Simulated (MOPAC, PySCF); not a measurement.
CH4, SMILES `C`, neutral singlet in the gas phase. 

Z-matrix (Å, degrees):
```
C
H 1 1.0891
H 1 1.0891 2 109.47
H 1 1.0891 2 109.47 3 -120.00
H 1 1.0891 2 109.47 3 120.00
```
Charge 0, multiplicity 1.

All levels are single points at this geometry (r2SCAN-D4/def2-TZVP); Pople sets use spherical d functions. Orbital energies aren't observables, and empty levels follow the basis.

| level | HOMO (eV) | LUMO (eV) | gap (eV) | dipole (D) | vertical IE, Delta-SCF (eV) |
|---|---|---|---|---|---|
| r2SCAN-D4/def2-TZVP in PySCF | -9.81 | 1.97 | 11.78 | 0.00 | 14.13 |
| BP86/6-31G* in PySCF | -9.38 | 2.65 | 12.04 | 0.00 | – |
| HF/3-21G in PySCF | -14.78 | 8.03 | 22.81 | 0.00 | – |
| AM1 in MOPAC | -13.43 | 4.75 | 18.17 | 0.00 | – |
| PM6 in MOPAC | -13.64 | 6.00 | 19.64 | 0.00 | – |
| PM7 in MOPAC | -13.70 | 5.90 | 19.60 | 0.00 | – |
